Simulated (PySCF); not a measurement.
# SMILES O=C(Cl)/C=C/Cl, C3H2Cl2O

Cartesian coordinates in Å; atom numbers follow the order of the lines, from 1:
```xyz
8

O    -1.8689    0.7156   -0.6069
C    -1.6744   -0.1710    0.1604
Cl   -3.0277   -0.9863    0.9862
C    -0.3743   -0.7327    0.5584
C     0.7357   -0.2221    0.0081
Cl    2.3065   -0.7669    0.3756
H    -0.3461   -1.5440    1.2864
H     0.6872    0.5911   -0.7220
```

Computed, not measured: GIAO OPBE/pcSseg-1 magnetisability, rotational g tensor and spin-rotation constants, non-relativistic, gas phase in PySCF. Geometry: PBE0-D3(BJ)/def2-SVP.

Q: Give the nuclear spin-rotation constants along the inertial axes (H = +C I·J) beside the isotropic shieldings.

A: Rotational constants 7.2062, 0.8909, 0.7929 GHz. A star marks the isotopologue with that one atom substituted, in its own axes.
```tsv
atom	isotope	Caa (kHz)	Cbb (kHz)	Ccc (kHz)	mean (kHz)	σ (ppm)
Cl3	35Cl	2.038	0.445	0.373	0.952	443.8
Cl6	35Cl	1.956	0.323	0.179	0.819	663.7
H7	1H	-0.707	0.091	-0.096	-0.237	25.0
H8	1H	-0.631	0.084	-0.085	-0.210	23.9
O1	17O*	-3.977	-0.667	-0.087	-1.577	-182.9
C2	13C*	3.567	0.267	0.227	1.354	23.5
C4	13C*	2.465	0.357	0.158	0.993	56.0
C5	13C*	2.991	0.387	0.138	1.172	36.9
```
For the geometry as given, no vibrational averaging.
